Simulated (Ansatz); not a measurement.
# SiPH₅+ (doublet): from Hartree-Fock to the top rungs, cc-pVDZ

How much of the correlation energy of SiPH₅+ (doublet) does each wave-function method recover here?

Program: Ansatz 0.2.0, Gaussian basis. Level of theory: cc-pVDZ, core rule «outside noble gas», up to 10 orbitals frozen. These are calculated values, not measurements.

To be run: UHF; CCSD(T) on ROHF; CCSD(T) on UHF; BCCD(T) on ROHF; CISD as a restricted active space (open shells left free, so some higher excitations enter); CCSDT(Q) on ROHF; CCSDT(Q) on UHF; CASSCF and MRCISD+Q, 9 electrons in 9 orbitals; CASSCF and NEVPT2, 9 electrons in 9 orbitals.

11 further runs of the same task are left out: 5 that didn't finish, 6 set aside as unsound or not needed. Runs told in other sessions of the task aren't counted.

### Step 1. The system

The geometry is a PBE0/def2-TZVP stationary point (not a proven minimum) of the parent state, kept for this charge and spin.

7 atoms, charge 1, spin multiplicity 2.

Atoms are counted from 1 here; the program's logs count them from 0.

Bond lengths: Si1–P2 2.256 Å, Si1–H3 1.486 Å, Si1–H4 1.486 Å, Si1–H5 1.487 Å, P2–H6 1.421 Å, P2–H7 1.421 Å. Angles: P2–Si1–H3 108.1°, P2–Si1–H4 108.1°, P2–Si1–H5 113.9°, H3–Si1–H4 108.9°, H3–Si1–H5 108.9°, H4–Si1–H5 108.9°, Si1–P2–H6 93.8°, Si1–P2–H7 93.8°, H6–P2–H7 93.5°.

### Step 2. UHF

The input, in.yaml:

```yaml
crystal:
  periodic: [false, false, false]
  atoms:
    - {symbol: Si, position_ang: [-0.034563, 0.000000, 1.139806]}
    - {symbol: P, position_ang: [0.090866, 0.000000, -1.112494]}
    - {symbol: H, position_ang: [0.669851, -1.209115, 1.640289]}
    - {symbol: H, position_ang: [0.669851, 1.209115, 1.640289]}
    - {symbol: H, position_ang: [-1.425044, 0.000000, 1.665989]}
    - {symbol: H, position_ang: [-0.871932, -1.034556, -1.259867]}
    - {symbol: H, position_ang: [-0.871932, 1.034556, -1.259867]}
basis:
  gaussian: {orbitals: cc-pVDZ}
total_charge: 1
magnetization: {spin_polarized: true, initial_magnetization: 1}
hamiltonian: {xc: hf}
output: {orbitals: {seedname: orbitals}}
```

Started as:

```sh
$ ansatz run in.yaml --threads 1 --pin off --events-out ev --progress --plain --max-ram 2393MiB
```

The runs that follow: CCSD(T) on ROHF; CCSD(T) on UHF; BCCD(T) on ROHF; CISD as a restricted active space (open shells left free, so some higher excitations enter); CCSDT(Q) on ROHF; CCSDT(Q) on UHF; CASSCF and MRCISD+Q, 9 electrons in 9 orbitals; CASSCF and NEVPT2, 9 electrons in 9 orbitals.

Q: Predict the results of all the runs planned. Wanted: UCCSDT(Q) from the RHF energy; RMP2 from UCCSDT(Q); UMP2 from UCCSDT(Q); RCCSD from UCCSDT(Q); RCCSD(T) from UCCSDT(Q); UCCSD(T) from UCCSDT(Q); RCCSDT(Q) from UCCSDT(Q); NEVPT2 frontier from UCCSDT(Q); T1 diagnostic.

The runs gave:

```
                         quantity                               value
    UCCSDT(Q) from the ROHF energy                          -7.1940 eV
              RMP2 from UCCSDT(Q)                         +1544.4 meV
              UMP2 from UCCSDT(Q)                         +1541.1 meV
             RCCSD from UCCSDT(Q)                          +222.6 meV
          RCCSD(T) from UCCSDT(Q)                           +44.0 meV
          UCCSD(T) from UCCSDT(Q)                           +43.9 meV
         RCCSDT(Q) from UCCSDT(Q)                            +0.7 meV
   NEVPT2 frontier from UCCSDT(Q)                         +1478.2 meV
levels within 1 kcal/mol (43 meV)  BCCD(T), RCCSDT, UCCSDT, RCCSDT(Q)
                    T1 diagnostic                               0.023
```

What this shows: RCCSD(T) misses by +44.0 meV, 0.6 % of the correlation energy. These misses are within one basis, not against nature; the frozen cores of restricted and unrestricted runs differ, which can shift their rows.

With open shells the CI space here admits some higher excitations, so it is larger than plain CISD.
